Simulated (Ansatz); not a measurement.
# Rutile MnO2

Computed with Hartree–Fock (PAW; Ansatz, a first-principles code).

Numerical settings: plane-wave cutoff 460 eV, 6×6×8 k mesh (along the axes of the cell as run), Fermi–Dirac smearing 0.01 eV, spin-polarised with opposed moments, scalar-relativistic PAW data made under PBE.

Cell (relaxed at this level):

```cif
data_Mn2O4
_chemical_formula_sum 'Mn2 O4'
_space_group_name_H-M_alt 'P 1'
_space_group_IT_number 1
_cell_length_a 4.35982
_cell_length_b 4.35982
_cell_length_c 2.85549
_cell_angle_alpha 90.000
_cell_angle_beta 90.000
_cell_angle_gamma 90.000
loop_
_space_group_symop_operation_xyz
  'x, y, z'
loop_
_atom_site_label
_atom_site_type_symbol
_atom_site_fract_x
_atom_site_fract_y
_atom_site_fract_z
_atom_site_occupancy
Mn1 Mn 0.00000 0.00000 0.00000 1
Mn2 Mn 0.50000 0.50000 0.50000 1
O1 O 0.30569 0.30569 0.00000 1
O2 O 0.80569 0.19431 0.50000 1
O3 O 0.19431 0.80569 0.50000 1
O4 O 0.69431 0.69431 0.00000 1
```
Starting moments (μB, in the order of the record's atoms Mn Mn O O O O): 3.0 -3.0 0.0 0.0 0.0 0.0.

```json
{
 "band_gap": "10.89 eV (on the SCF k mesh) (direct)",
 "magnetic moment (largest site, within a sphere)": "2.83 μB"
}
```

Note: the collinear magnetic order is the start's and need not be the measured one.

Moments are spin moments.

Static lattice: no zero-point or thermal effects.

Computing time: around 3 core-hours (rough).
